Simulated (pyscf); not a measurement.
PySCF, gas phase, ωB97X-D3(BJ)/def2-SVP geometries.

### Question
For SiH₃• + H₃C–NH–CH₃ -> H₃C–N(CH₃)–SiH₃ + H•, a substitution at N (doublet surface; H–N broken, N–Si formed), PBE/def2-TZVP gives ΔE‡ = 0.67 eV and ΔE = +0.44 eV (zero: the separated reactants). In which direction and how far do PBE0-D3(BJ)/def2-TZVP, M06-2X/def2-TZVP, ωB97M-D3(BJ)/def2-TZVP move these?

### Answer
PBE0-D3(BJ): ΔE‡ = 0.77 eV, ΔE = +0.33 eV; M06-2X: ΔE‡ = 0.84 eV, ΔE = +0.28 eV; ωB97M-D3(BJ): ΔE‡ = 0.92 eV, ΔE = +0.26 eV. PBE's barrier lies under all of them, by 0.10 to 0.25 eV. Its reaction energy lies over all of them, by 0.11 to 0.18 eV. Low barriers are usual for a GGA, whose delocalisation error favours stretched bonds. On the reactant side the descent ends in a complex, 0.34 eV under the separated species and 1.29 eV under the saddle at ωB97X-D3(BJ)/def2-TZVP. H₃C–NH–CH₃ lies 0.34 eV over its isomer H₃C–CH₂–NH₂ (electronic energy, ωB97M-D3(BJ)/def2-TZVP). One saddle was located; it need not be the lowest between these sides. The angle at the attacked N is 120°.
